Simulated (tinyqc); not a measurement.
RHF in the sto-6g basis, for H2O, spin multiplicity 1, step by step (part 2 of 2). Computed by tinyqc, a small Python program that keeps every step (integrals from PySCF). Command: `OMP_NUM_THREADS=1 python tinyqc.py 30606 30607 out.jsonl` (the two numbers bound the seeds that draw the settings). One thread of a shared host (Intel(R) Xeon(R) Processor @ 2.60GHz), about 0.1 s of CPU time with the checks.

Geometry (angstrom):
```
atom       x        y       z
O     0.0000   0.0000  0.0000
H     0.0000   0.9230  0.7110
H     0.0000  -0.8910  0.6870
```

## Iteration 8 (converged): orbitals

converged F (hartree), order 1O 1s, 1O 2s, 1O 2px, 1O 2py, 1O 2pz, 2H 1s, 3H 1s:
$$\begin{pmatrix}
-20.5273 & -4.9646 & 0.0000 & 0.0007 & -0.0237 & -0.7445 & -0.8162 \\
-4.9646 & -2.2998 & 0.0000 & 0.0068 & -0.0618 & -0.7115 & -0.7610 \\
0.0000 & 0.0000 & -0.3931 & 0.0000 & 0.0000 & 0.0000 & 0.0000 \\
0.0007 & 0.0068 & 0.0000 & -0.2214 & 0.0080 & -0.3399 & 0.3530 \\
-0.0237 & -0.0618 & 0.0000 & 0.0080 & -0.2626 & -0.3040 & -0.3145 \\
-0.7445 & -0.7115 & 0.0000 & -0.3399 & -0.3040 & -0.3652 & -0.2172 \\
-0.8162 & -0.7610 & 0.0000 & 0.3530 & -0.3145 & -0.2172 & -0.3984
\end{pmatrix}$$

X, order 1O 1s, 1O 2s, 1O 2px, 1O 2py, 1O 2pz, 2H 1s, 3H 1s:
$$\begin{pmatrix}
1.0222 & -0.1312 & 0.0000 & 0.0004 & -0.0062 & 0.0161 & 0.0171 \\
-0.1312 & 1.1384 & 0.0000 & -0.0058 & 0.0625 & -0.1959 & -0.2148 \\
0.0000 & 0.0000 & 1.0000 & 0.0000 & 0.0000 & 0.0000 & 0.0000 \\
0.0004 & -0.0058 & 0.0000 & 1.0641 & -0.0028 & -0.1570 & 0.1669 \\
-0.0062 & 0.0625 & 0.0000 & -0.0028 & 1.0332 & -0.1053 & -0.1138 \\
0.0161 & -0.1959 & 0.0000 & -0.1570 & -0.1053 & 1.1045 & -0.0542 \\
0.0171 & -0.2148 & 0.0000 & 0.1669 & -0.1138 & -0.0542 & 1.1192
\end{pmatrix}$$

Diagonalise F' = X^T F X, C = X C', fill 5 alpha and 5 beta electrons from the bottom; D = 2 C_occ C_occ^T. Each column has its largest component positive (the first on a tie).

F' = X^T F X (hartree):
$$\begin{pmatrix}
-20.2034 & -2.4989 & 0.0000 & 0.0011 & -0.0442 & -0.0913 & -0.1086 \\
-2.4989 & -1.2896 & 0.0000 & -0.0045 & 0.0956 & -0.3600 & -0.3891 \\
0.0000 & 0.0000 & -0.3931 & 0.0000 & 0.0000 & 0.0000 & 0.0000 \\
0.0011 & -0.0045 & 0.0000 & -0.0205 & 0.0013 & -0.3717 & 0.3860 \\
-0.0442 & 0.0956 & 0.0000 & 0.0013 & -0.1502 & -0.2804 & -0.2932 \\
-0.0913 & -0.3600 & 0.0000 & -0.3717 & -0.2804 & -0.0354 & -0.0591 \\
-0.1086 & -0.3891 & 0.0000 & 0.3860 & -0.2932 & -0.0591 & -0.0288
\end{pmatrix}$$

orbital energies (hartree): MO1 -20.5302, MO2 -1.2037, MO3 -0.5331, MO4 -0.4338, MO5 -0.3931, MO6 0.4311, MO7 0.5419

coefficients C, order 1O 1s, 1O 2s, 1O 2px, 1O 2py, 1O 2pz, 2H 1s, 3H 1s:
$$\begin{pmatrix}
0.9969 & -0.2295 & -0.0075 & 0.0824 & 0.0000 & 0.0957 & 0.0161 \\
0.0139 & 0.9037 & 0.0419 & -0.4514 & 0.0000 & -0.6060 & -0.1096 \\
0.0000 & 0.0000 & 0.0000 & 0.0000 & 1.0000 & 0.0000 & 0.0000 \\
-0.0001 & -0.0069 & 0.6099 & 0.0299 & 0.0000 & -0.1221 & 0.8928 \\
0.0022 & 0.0741 & -0.0381 & 0.7423 & 0.0000 & -0.7253 & -0.1071 \\
-0.0025 & 0.1281 & 0.4390 & 0.3684 & 0.0000 & 0.7733 & -0.5954 \\
-0.0027 & 0.1398 & -0.4653 & 0.3174 & 0.0000 & 0.5931 & 0.8088
\end{pmatrix}$$

D after iteration 8, order 1O 1s, 1O 2s, 1O 2px, 1O 2py, 1O 2pz, 2H 1s, 3H 1s:
$$\begin{pmatrix}
2.1066 & -0.4621 & 0.0000 & -0.0013 & 0.0932 & -0.0096 & -0.0103 \\
-0.4621 & 2.0447 & 0.0000 & 0.0116 & -0.5395 & -0.0644 & -0.0730 \\
0.0000 & 0.0000 & 2.0000 & 0.0000 & 0.0000 & 0.0000 & 0.0000 \\
-0.0013 & 0.0116 & 0.0000 & 0.7457 & -0.0031 & 0.5557 & -0.5505 \\
0.0932 & -0.5395 & 0.0000 & -0.0031 & 1.1159 & 0.5325 & 0.5273 \\
-0.0096 & -0.0644 & 0.0000 & 0.5557 & 0.5325 & 0.6897 & -0.1389 \\
-0.0103 & -0.0730 & 0.0000 & -0.5505 & 0.5273 & -0.1389 & 0.6735
\end{pmatrix}$$

## Convergence

Stop when the energy changes by less than 1e-08 hartree and every element of the error matrix X^T (F D S - S D F) X is below 3e-05.

Course of the cycle:
```
iteration  E (hartree)     change  largest element of the error matrix
1           -74.021581          -                             5.27e-01
2           -75.465037  -1.44e+00                             3.07e-01
3           -75.632576  -1.68e-01                             5.51e-02
4           -75.636877  -4.30e-03                             1.29e-02
5           -75.637195  -3.18e-04                             3.26e-03
6           -75.637239  -4.37e-05                             3.84e-04
7           -75.637239  -3.40e-07                             7.73e-06
8           -75.637239  -1.26e-10                             2.26e-06
```

PySCF RHF in the same basis = -75.637239 hartree

Converged in 8 iterations.

## Populations, bond orders and dipole

overlap S, order 1O 1s, 1O 2s, 1O 2px, 1O 2py, 1O 2pz, 2H 1s, 3H 1s:
$$\begin{pmatrix}
1.0000 & 0.2311 & 0.0000 & 0.0000 & 0.0000 & 0.0343 & 0.0377 \\
0.2311 & 1.0000 & 0.0000 & 0.0000 & 0.0000 & 0.3517 & 0.3740 \\
0.0000 & 0.0000 & 1.0000 & 0.0000 & 0.0000 & 0.0000 & 0.0000 \\
0.0000 & 0.0000 & 0.0000 & 1.0000 & 0.0000 & 0.2497 & -0.2617 \\
0.0000 & 0.0000 & 0.0000 & 0.0000 & 1.0000 & 0.1924 & 0.2018 \\
0.0343 & 0.3517 & 0.0000 & 0.2497 & 0.1924 & 1.0000 & 0.1607 \\
0.0377 & 0.3740 & 0.0000 & -0.2617 & 0.2018 & 0.1607 & 1.0000
\end{pmatrix}$$

Mulliken: Z minus the diagonal of D S on the atom; Loewdin: the same with S^(1/2) D S^(1/2); Mayer order: 2 sum_s sum (D(s) S)_ij (D(s) S)_ji over the two atoms.

Charges (e):
```
atom  Mulliken  Loewdin
1O     -0.2404  -0.1790
2H      0.1144   0.0859
3H      0.1260   0.0931
```

Mayer bond orders:
```
pair   order
2-1   0.9785
3-1   0.9757
3-2   0.0084
```

dipole moment about the origin, x y z (debye): [0.0000, -0.0285, 1.5080]
